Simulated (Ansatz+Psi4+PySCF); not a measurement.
doublet H2NO: levels of theory in one basis

```xyz
4

N     0.0000    0.0000    0.0000
H     0.1273   -0.3931    0.9255
H    -0.9192    0.3438   -0.2532
O     0.9747    0.0607   -0.8275
```

Basis set: cc-pVTZ (spherical functions). Left uncorrelated: 2 orbitals. Correlation on ROHF uses semicanonical orbitals with singles. Charge 0, multiplicity 2.

Computed with Ansatz (development build ahead of 0.2.0) and Psi4 1.11; each method stands on the lowest determinant of its kind that the runs found.

```
  method  E − E(ROHF) (eV)  <S²> of the determinant
    ROHF              0.00                     0.75
     UHF             -0.23                     0.77
ROHF-MP2            -11.84                        –
```

Q: What does UHF-MP2 give on the same scale?

A: -11.79 eV.
